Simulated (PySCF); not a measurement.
## Induced dipoles and field energies

Species: methallyl cyanide, C₅H₇N.
Structure used (PBE0-D3(BJ)/def2-SVP), in Å, numbered top down from 1:
```
atom  x, y, z in Å
C1    -0.9281    1.4676    0.1548
C2    -0.3465    0.2847   -0.0611
C3    -1.0367   -1.0267    0.1471
C4     1.0846    0.2116   -0.5514
C5     1.9556   -0.5291    0.3581
N6     2.6265   -1.1324    1.0828
H7    -1.9657    1.5309    0.4926
H8    -0.3910    2.4076    0.0026
H9    -2.0786   -0.8889    0.4648
H10   -0.5146   -1.6232    0.9134
H11   -1.0310   -1.6274   -0.7779
H12    1.1243   -0.2947   -1.5325
H13    1.5012    1.2201   -0.6932
```

Level: B3LYP/def2-SVPD (PySCF); nuclei fixed, core orbitals frozen in the response. Permanent dipole (-2.564, 1.620, -2.331) D (1 au = 2.5417 D). Static polarisability (au):

```
x    69.79 -10.26   2.53
y   -10.26  71.50  -3.03
z     2.53  -3.03  53.74
```

Only the terms in μ and α are kept: μ(F) = μ + αF and ΔE = −μ·F − ½ F·αF.

**Question.** Apply 0.001 au along ±x, ±y and ±z in turn. Tabulate induced and total dipoles and both energy terms.

**Answer.** 
```tsv
field along	induced x (D)	induced y (D)	induced z (D)	total size (D)	−μ·F (kJ/mol)	−½F·αF (kJ/mol)
+x	0.177	-0.026	0.006	3.693	+2.648	-0.092
−x	-0.177	0.026	-0.006	3.961	-2.648	-0.092
+y	-0.026	0.182	-0.008	3.927	-1.673	-0.094
−y	0.026	-0.182	0.008	3.729	+1.673	-0.094
+z	0.006	-0.008	0.137	3.736	+2.408	-0.071
−z	-0.006	0.008	-0.137	3.917	-2.408	-0.071
```

**Question.** For the field (-0.0007, -0.0001, -0.0003) au, what is the induced dipole, and what angle does it make with the field?

**Answer.** αF = (-0.123, 0.002, -0.045) D, at 9.1° to the field. The polarisability along this direction, F·αF/F², is 66.43 au, against a mean of 65.01 au.

**Question.** Which field along μ doubles the dipole in that direction (linear response)?

**Answer.** The polarisability along the dipole is 73.59 au, so F = 1.5049 au / 73.59 au = 0.0204 au = 1.05 V/Å; higher-order terms are ignored.

**Question.** What field makes μF equal to kT at 100 K?

**Answer.** kT = 0.3167 × 10⁻³ Eh, so F = 0.00021 au = 1.08 MV/cm.

**Question.** Induction energy −ᾱe²/2R⁴ of a unit charge at 11 Å, the molecule taken as a point?

**Answer.** R = 20.79 bohr, so the energy is −65.0/(2 × 20.79⁴) Eh = -0.457 kJ/mol. The charge–dipole term at its most favourable orientation, −μe/R², is -9.14 kJ/mol.

Isolated species at its PBE0-D3(BJ)/def2-SVP geometry (one conformer only).

These values come from a run that also computed excited states and ΔSCF ions. On an Intel Xeon Platinum 8488C with one thread, shared host, this took 47 s of wall time and 0.84 GiB of memory at its peak.
